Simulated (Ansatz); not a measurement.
Program: Ansatz. Geometries: PBE0-D4/def2-TZVP. ΔE: electronic, gas phase. CBS: MP2 limit from def2 TZ/QZ plus the TZ coupled-cluster correction, frozen cores. This one scheme is used for every species. Double bonds are as drawn, so ΔE can hold a change between cis and trans. Each species was taken in one conformer, which may not be the lowest.

Reaction (substitution at a C–C bond): `C/C=C(\O)C=O` + `N#CO` → `N#COC=O` + `C/C=C/O`

`C/C=C(\O)C=O`:

```xyz
12

C     1.464    0.406   -1.126
C     0.055    0.192   -0.721
C    -0.355   -0.158    0.501
O     0.516   -0.358    1.527
C    -1.786   -0.348    0.803
O    -2.697   -0.217    0.032
H     2.154    0.241   -0.300
H     1.607    1.425   -1.502
H     1.735   -0.266   -1.947
H    -0.736    0.321   -1.452
H     0.027   -0.600    2.320
H    -1.984   -0.641    1.865
```

`N#CO`:

Cartesian coordinates in Å:
```
N 0.834 1.051 -0.901
C 0.356 0.245 -0.230
O -0.115 -0.684 0.532
H -1.076 -0.612 0.599
```

`N#COC=O`:

```xyz
6

N    -1.781    0.622    1.440
C    -0.982    0.019    0.873
O    -0.105   -0.724    0.271
C     0.746   -0.096   -0.643
O     0.715    1.051   -0.897
H     1.406   -0.871   -1.044
```

`C/C=C/O`:

```xyz
10

C    -1.238   -0.352   -0.625
C    -0.036   -0.288    0.255
C     0.927    0.616    0.121
O     2.044    0.737    0.879
H    -2.164   -0.236   -0.053
H    -1.213    0.436   -1.381
H    -1.305   -1.312   -1.147
H     0.046   -1.029    1.050
H     0.898    1.379   -0.651
H     2.041    0.050    1.553
```

```json
{"species": "`C/C=C(\\O)C=O`", "CCSD(T)/CBS(def2) energy (Eh)": "-306.12954"}
{"species": "`N#CO`", "CCSD(T)/CBS(def2) energy (Eh)": "-168.48100"}
{"species": "`N#COC=O`", "CCSD(T)/CBS(def2) energy (Eh)": "-281.69242"}
{"species": "`C/C=C/O`", "CCSD(T)/CBS(def2) energy (Eh)": "-192.91632"}
```

(1) Work out ΔE.

Largest T1 diagnostic among the species: 0.017.

Results:

(1) ΔE = (-281.69242) + (-192.91632) − (-306.12954) − (-168.48100) = 0.00180 Eh = +4.7 kJ/mol.

The D4 term adds +3.5 kJ/mol with B3LYP and +2.0 kJ/mol with PBE0; it sums over pairs of atoms, weighted by their polarisabilities, and B3LYP, whose exchange is more repulsive, gets the larger term. In def2-TZVPP, CCSD(T) changes the Hartree–Fock value by +8.3 kJ/mol (the triples alone add +1.2 kJ/mol) and MP2 by +8.7 kJ/mol.

B3LYP here is the variant with VWN-RPA as its local correlation; programs differ in this.
